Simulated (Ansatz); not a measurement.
Species: triplet methylene, CH₂ (charge 0, triplet). 
Geometry from a B3LYP-D3(BJ)/def2-TZVP (Ansatz, a program for electronic structure) optimisation:
```xyz
3

C      0.0094     0.0032     0.1026
H     -0.0192     0.9863    -0.3393
H     -0.0373    -1.0052    -0.2764
```
Charge 0, spin multiplicity 3.

Quantity: vertical electron affinity (to the doublet state of charge -1; a negative value means that the extra electron is unbound and the number depends on the basis; each state is the SCF solution reached for its spin), in eV. Correlated levels leave the core frozen unless marked. UHF or UKS for open shells. Spin-orbit coupling is left out. Non-relativistic. Anions need diffuse functions: def2-D sets add few. CBS marks a two-point X^-3 extrapolation of the correlation energy; Hartree-Fock from the larger set.

CCSD(T)/CBS(def2-TZVPPD,def2-QZVPPD) (Ansatz) gives 0.00 eV.

Question: Another calculation gave 0.04 eV. Which level was it?
A) wB97M-V/def2-TZVPD (Ansatz)
B) B3LYP/def2-TZVPD (Ansatz)
C) BHLYP/def2-TZVPD (Ansatz)
D) SVWN5/def2-TZVPD (Ansatz)

Answer: B, B3LYP/def2-TZVPD (Ansatz). The others give -0.29 (BHLYP), -0.08 (wB97M-V), 0.23 (SVWN5) eV.
